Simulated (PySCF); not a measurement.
Compound: propargyl, C3H3 (doublet state).
Geometry (PBE0-D3(BJ)/def2-SVP, Å), atoms numbered from 1 in this order:
```
atom  x, y, z in Å
C1     1.4898   -0.2034    0.3060
C2     0.2787   -0.0372    0.1554
C3    -1.0687    0.1482   -0.0103
H4     2.5457   -0.3499    0.4344
H5    -1.4538    1.0167   -0.5506
H6    -1.7855   -0.5704    0.3951
```

Theory: PBE0-D3(BJ)/def2-SVP geometry optimisation, gas phase (PySCF 2.14.0).

Masses are those of the commonest isotopes; rigid-rotor values at the optimised geometry. 

(1) Give the principal moments of inertia and the rotational constants in MHz.

(2) What kind of rotor is it?

(3) Is it planar, by Δ = Ic − Ia − Ib?

(4) List the rotational levels J(Ka,Kc) to J = 5 (K).

## Answers

(1) Ia = 1.78, Ib = 53.33, Ic = 55.11 u·Å²; 505379 MHz·u·Å²/I gives A = 284646, B = 9476, C = 9171 MHz.

(2) A near-prolate asymmetric top; Ray's κ = -0.998.

(3) Planar: Δ = Ic − Ia − Ib = 0.00 u·Å². For a rigid frame Δ = −2 Σ m c², so it vanishes when all atoms lie in the ab plane; here none is more than 0.01 Å from it.

(4) Above 0(0,0), as E/k:
J = 1: 1(0,1) 0.895, 1(1,1) 14.101, 1(1,0) 14.116
J = 2: 2(0,2) 2.685, 2(1,2) 15.876, 2(1,1) 15.920, 2(2,1) 55.538, 2(2,0) 55.538
J = 3: 3(0,3) 5.369, 3(1,3) 18.539, 3(1,2) 18.627, 3(2,2) 58.223, 3(2,1) 58.223, 3(3,1) 124.290, 3(3,0) 124.290
J = 4: 4(0,4) 8.949, 4(1,4) 22.089, 4(1,3) 22.236, 4(2,3) 61.803, 4(2,2) 61.803, 4(3,2) 127.870, 4(3,1) 127.870, 4(4,1) 220.364, 4(4,0) 220.364
J = 5: 5(0,5) 13.423, 5(1,5) 26.527, 5(1,4) 26.747, 5(2,4) 66.277, 5(2,3) 66.278, 5(3,3) 132.344, 5(3,2) 132.344, 5(4,2) 224.838, 5(4,1) 224.838, 5(5,1) 343.759, 5(5,0) 343.759
Those of J = 1 are B + C, A + C and A + B.

The dipole components are |μa| = 0.09 D, |μb| = 0.00 D, |μc| = 0.00 D.

Q: Estimate the classical rotational partition function at 200 K and 298.15 K.

A: Point group C2v, symmetry number σ = 2; q = (√π/σ)·√((kT/h)³/(ABC)), k/h = 20836.6 MHz/K: 1520 at 200 K, 2760 at 298.15 K.

For this open shell read J as N, the rotation without spin; fine and hyperfine splittings come on top. Whether it is a minimum is left open (no frequencies). ⟨S²⟩ = 0.780 (exact for a doublet: 0.75). These are rigid-rotor constants of the computed structure; measured ground-state constants (B0) also hold zero-point vibration.
